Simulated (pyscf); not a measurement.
# •C≡N, doublet

Gas-phase minimum from PySCF at ωB97X-D3(BJ)/def2-SVP, one conformer. 

SMILES: [C]#N
```xyz
2

C      0.1191    -0.1346     0.7973
N     -0.6105     0.4089     1.5292
```
Charge 0, spin multiplicity 2.

Bond lengths (Å): C1–N2 1.168.

Properties at ωB97X-D3(BJ)/def2-SVP:

```yaml
harmonic_wavenumbers_unscaled: 2224 cm⁻¹
zero_point_energy: 3.2 kcal/mol
rotational_symmetry_number: 1
Entropy of this conformer at 298 K and 1 atm, rigid rotor and harmonic oscillator, modes under 100 cm⁻¹ raised to 100: 202.4 J/(mol K)
dipole_moment: 1.46 D
Spin expectation value S2: 0.761
```

Single-point totals, which compare only within one level (frozen core for MP2 and CC):

```tsv
level	total energy (hartree)
ωB97X-D3(BJ)/def2-TZVP	-92.76773
PBE/def2-TZVP	-92.64244
r²SCAN/def2-TZVP	-92.69766
B3LYP-D3(BJ)/def2-TZVP	-92.74991
PBE0-D3(BJ)/def2-TZVP	-92.63404
M06-2X/def2-TZVP	-92.71117
ωB97M-D3(BJ)/def2-TZVP	-92.77440
UHF/def2-TZVPP	-92.23866
MP2/def2-TZVPP	-92.51257
CCSD/def2-TZVPP	-92.54989
CCSD(T)/def2-TZVPP	-92.56809
```

The CCSD(T) − MP2 part came from Ansatz, without density fitting, on the same reference. An open-shell T1 diagnostic exceeds 0.045. A UHF reference is spin-contaminated (<S²> up to 1.14), which harms MP2 most.
